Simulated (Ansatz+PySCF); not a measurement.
doublet PH₃(+): levels of theory in one basis

```yaml
atoms:
  - { symbol: P, position_ang: [0.2827, 0.0000, 0.0000] }
  - { symbol: H, position_ang: [-0.0942, 0.0096, 1.3461] }
  - { symbol: H, position_ang: [-0.0942, -1.1705, -0.6647] }
  - { symbol: H, position_ang: [-0.0942, 1.1609, -0.6814] }
```

Basis set: cc-pVTZ on H; cc-pV(T+d)Z on P (spherical functions). Left uncorrelated: 5 orbitals. Correlation on ROHF uses semicanonical orbitals with singles. Charge 1, multiplicity 2.

Computed with Ansatz (development build ahead of 0.2.0); each method stands on the lowest determinant of its kind that the runs found.

| method | E − E(ROHF) (eV) | <S²> of the determinant |
| --- | --- | --- |
| ROHF | 0.00 | 0.75 |
| UHF | -0.08 | 0.76 |
| ROHF-MP2 | -3.60 | – |
| UHF-MP2 | -3.61 | 0.76 |
